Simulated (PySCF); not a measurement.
Bond stretch in CH3Cl, SMILES CCl. The C1–H5 bond (C1 also carries Cl, H, H; H5 carries nothing else) is pulled apart rigidly from the PBE0/def2-TZVP optimised geometry.

- RKS-BHandHLYP = restricted BHandHLYP/6-31G (PySCF)
- RKS-CAM-B3LYP = restricted CAM-B3LYP/6-31G in PySCF
- UKS-CAM-B3LYP = unrestricted CAM-B3LYP/6-31G (PySCF)

Energies are in kcal/mol, each relative to the lowest point of its own curve near equilibrium.

```json
[
 {"R / Å": "0.82", "RKS-BHandHLYP": "49.7", "RKS-CAM-B3LYP": "51.4", "UKS-CAM-B3LYP": "51.4"},
 {"R / Å": "0.88", "RKS-BHandHLYP": "25.6", "RKS-CAM-B3LYP": "26.9", "UKS-CAM-B3LYP": "26.9"},
 {"R / Å": "0.93", "RKS-BHandHLYP": "12.9", "RKS-CAM-B3LYP": "13.9", "UKS-CAM-B3LYP": "13.9"},
 {"R / Å": "0.97", "RKS-BHandHLYP": "(withheld)", "RKS-CAM-B3LYP": "7.1", "UKS-CAM-B3LYP": "7.1"},
 {"R / Å": "1.01", "RKS-BHandHLYP": "(withheld)", "RKS-CAM-B3LYP": "2.8", "UKS-CAM-B3LYP": "2.8"},
 {"R / Å": "1.07", "RKS-BHandHLYP": "0.0", "RKS-CAM-B3LYP": "0.1", "UKS-CAM-B3LYP": "0.1"},
 {"R / Å": "1.09", "RKS-BHandHLYP": "0.0", "RKS-CAM-B3LYP": "0.0", "UKS-CAM-B3LYP": "0.0"},
 {"R / Å": "1.11", "RKS-BHandHLYP": "(withheld)", "RKS-CAM-B3LYP": "0.2", "UKS-CAM-B3LYP": "0.2"},
 {"R / Å": "1.14", "RKS-BHandHLYP": "(withheld)", "RKS-CAM-B3LYP": "1.0", "UKS-CAM-B3LYP": "1.0"},
 {"R / Å": "1.21", "RKS-BHandHLYP": "(withheld)", "RKS-CAM-B3LYP": "4.9", "UKS-CAM-B3LYP": "4.9"},
 {"R / Å": "1.26", "RKS-BHandHLYP": "9.9", "RKS-CAM-B3LYP": "8.8", "UKS-CAM-B3LYP": "8.8"},
 {"R / Å": "1.34", "RKS-BHandHLYP": "18.0", "RKS-CAM-B3LYP": "16.5", "UKS-CAM-B3LYP": "16.5"},
 {"R / Å": "1.46", "RKS-BHandHLYP": "31.8", "RKS-CAM-B3LYP": "29.7", "UKS-CAM-B3LYP": "29.7"},
 {"R / Å": "1.62", "RKS-BHandHLYP": "51.0", "RKS-CAM-B3LYP": "48.1", "UKS-CAM-B3LYP": "48.1"},
 {"R / Å": "1.80", "RKS-BHandHLYP": "71.6", "RKS-CAM-B3LYP": "68.0", "UKS-CAM-B3LYP": "68.0"},
 {"R / Å": "1.95", "RKS-BHandHLYP": "87.3", "RKS-CAM-B3LYP": "83.1", "UKS-CAM-B3LYP": "82.9"},
 {"R / Å": "2.19", "RKS-BHandHLYP": "109.2", "RKS-CAM-B3LYP": "104.3", "UKS-CAM-B3LYP": "98.3"},
 {"R / Å": "2.40", "RKS-BHandHLYP": "125.2", "RKS-CAM-B3LYP": "119.8", "UKS-CAM-B3LYP": "105.5"},
 {"R / Å": "2.66", "RKS-BHandHLYP": "141.4", "RKS-CAM-B3LYP": "135.7", "UKS-CAM-B3LYP": "110.1"},
 {"R / Å": "2.94", "RKS-BHandHLYP": "155.1", "RKS-CAM-B3LYP": "149.2", "UKS-CAM-B3LYP": "(withheld)"},
 {"R / Å": "3.29", "RKS-BHandHLYP": "168.1", "RKS-CAM-B3LYP": "162.3", "UKS-CAM-B3LYP": "113.7"},
 {"R / Å": "3.76", "RKS-BHandHLYP": "180.2", "RKS-CAM-B3LYP": "174.8", "UKS-CAM-B3LYP": "114.4"}
]
```

What belongs in the gaps?


- 0.97, RKS-BHandHLYP: 6.3
- 1.01, RKS-BHandHLYP: 2.3
- 1.11, RKS-BHandHLYP: 0.3
- 1.14, RKS-BHandHLYP: 1.3
- 1.21, RKS-BHandHLYP: 5.6
- 2.94, UKS-CAM-B3LYP: 112.4

The restricted form behind RKS-BHandHLYP, RKS-CAM-B3LYP keeps the bonding electrons paired and can't separate into open-shell fragments. The unrestricted determinant behind UKS-CAM-B3LYP is spin-contaminated at 1.95 to 3.76 Å (<S²> up to 1.0, against 0.00 for a pure singlet).
